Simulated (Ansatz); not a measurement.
Basis-set series for ClMg (`[Mg][Cl]`) radical. Charge 0, multiplicity 2. All single points use the PBE0-D4/def2-TZVP geometry.

```csv
functional,basis,functions,energy (Eh),HOMO (eV),LUMO (eV)
PBE0-D4,def2-SVP,36,-659.85388,-5.75,-2.82
PBE0-D4,def2-QZVPP,133,-660.10547,-5.78,-2.80
ωB97M-V,def2-SVP,36,-660.07447,-7.27,-1.45
ωB97M-V,def2-QZVPP,133,-660.32244,-7.34,-1.27
```

Give the rows for def2-TZVPP. (Best estimate.)

Computed: 
| functional | basis | functions | energy (Eh) | HOMO (eV) | LUMO (eV) |
| --- | --- | --- | --- | --- | --- |
| PBE0-D4 | def2-TZVPP | 74 | -660.08256 | -5.79 | -2.82 |
| ωB97M-V | def2-TZVPP | 74 | -660.30057 | -7.33 | -1.36 |

HOMO and LUMO are taken over both spins.
